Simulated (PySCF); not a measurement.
# C2Si: FCI/STO-3G

What is the energy change on altering one bond length of C2Si at FCI/STO-3G? Input form: a Python script.

The results are computed with PySCF 2.14.0.

5 further runs of the same task are left out: 5 set aside as unsound or not needed.

### Step 1. The system as given

C2Si has 3 atoms, charge 0, and is taken as a singlet. The coordinates come from a GFN2-xTB relaxation.

Bond lengths: C1–C2 1.259 Å, C2–Si3 1.781 Å. Angles: C1–C2–Si3 180.0°.

### Step 2. The energy at FCI/STO-3G

File input.xyz:

```xyz
3
C2Si
C     -1.111830     0.737510    -0.522770
C     -0.135170     0.089220    -0.063600
Si     1.247000    -0.826740     0.586370
```

File run.py:

```python
from pyscf import gto, scf, mcscf
from pyscf import fci

mol = gto.Mole()
mol.atom = 'input.xyz'
mol.max_memory = 1860
mol.basis = 'sto-3g'
mol.verbose = 3
mol.spin = 0
mol.build()

hf = scf.RHF(mol)
hf.conv_tol = 1e-10
hf.kernel()
if not hf.converged:
    hf = hf.newton().run(hf.mo_coeff, hf.mo_occ)

cas = mcscf.CASCI(hf, hf.mo_coeff.shape[-1] - 7, (mol.nelec[0] - 7, mol.nelec[1] - 7))  # full CI above the frozen core
cas.fcisolver = fci.direct_spin0.FCI(mol)  # even spin states alone
cas.kernel()
print('<S^2> = %.4f' % cas.fcisolver.spin_square(cas.ci, cas.ncas, cas.nelecas)[0])
e_final = cas.e_tot
print(f'total energy: {e_final:.8f} hartree')
```

Run with:

```
$ OMP_NUM_THREADS=1 python run.py
```

Output:

```text
converged SCF energy = -360.172402996265
CASCI E = -360.377407801893  E(CI) = -28.6782851071439  S^2 = 0.0000000
<S^2> = 0.0000
total energy: -360.37740780 hartree
```

Wall time 16 s (1 thread of Arm Neoverse V1, shared host); peak memory 0.3 GiB.

### Step 3. The distorted shape, same level

File input.xyz:

```xyz
3
C2Si
C     -1.893135     1.256127    -0.890095
C     -0.135170     0.089220    -0.063600
Si     1.247000    -0.826740     0.586370
```

File input.py:

```python
from pyscf import gto, mcscf
from pyscf import fci

mol = gto.M(
    atom='input.xyz',
    verbose=3,
    charge=0,
    max_memory=1860,
    basis='sto-3g',
)

mf = mol.RHF()
mf.conv_tol = 1e-10
mf.kernel()
if not mf.converged:
    mf = mf.newton().run(mf.mo_coeff, mf.mo_occ)

cas = mcscf.CASCI(mf, mf.mo_coeff.shape[-1] - 7, (mol.nelec[0] - 7, mol.nelec[1] - 7))  # full CI above the frozen core
cas.fcisolver = fci.direct_spin0.FCI(mol)  # even spin states alone
cas.kernel()
print('<S^2> = %.4f' % cas.fcisolver.spin_square(cas.ci, cas.ncas, cas.nelecas)[0])
etot = cas.e_tot
print('Final energy', etot)
```

Run with:

```
$ OMP_NUM_THREADS=1 python input.py
```

Output:

```text
converged SCF energy = -359.760323314375
CASCI E = -360.141592511549  E(CI) = -24.7631334719549  S^2 = 0.0000000
<S^2> = 0.0000
Final energy -360.1415925115491
```

Run time: 59 s. Hardware: 1 thread of Arm Neoverse V1, shared host; peak memory 0.3 GiB.

### Step 4. Outcome

At FCI/STO-3G, 7 core orbitals frozen:

| quantity | value |
| --- | --- |
| first shape: total energy | -360.37741 Eh |
| first shape: dipole moment (Hartree–Fock density) | 5.48 D |
| first shape: HOMO energy (Hartree–Fock orbitals) | -6.69 eV |
| first shape: LUMO energy (Hartree–Fock orbitals) | 4.37 eV |
| first shape: HOMO–LUMO gap (Hartree–Fock orbitals) | 11.06 eV |
| first shape: correlation energy (7 core orbitals frozen) | -205.0 mEh |
| distorted shape: total energy | -360.14159 Eh |
| distorted shape: dipole moment (Hartree–Fock density) | 1.70 D |
| distorted shape: HOMO energy (Hartree–Fock orbitals) | -3.48 eV |
| distorted shape: LUMO energy (Hartree–Fock orbitals) | 4.88 eV |
| distorted shape: HOMO–LUMO gap (Hartree–Fock orbitals) | 8.36 eV |
| distorted shape: correlation energy (7 core orbitals frozen) | -381.3 mEh |
| energy change with the C1–C2 bond stretched from 1.259 to 2.266 Å | 6.417 eV |

With the C1–C2 bond stretched from 1.259 to 2.266 Å the energy rises by 6.42 eV (148 kcal/mol). The first shape isn't relaxed at this level, so the change isn't measured from a minimum. The minimal basis adds a large error of its own.
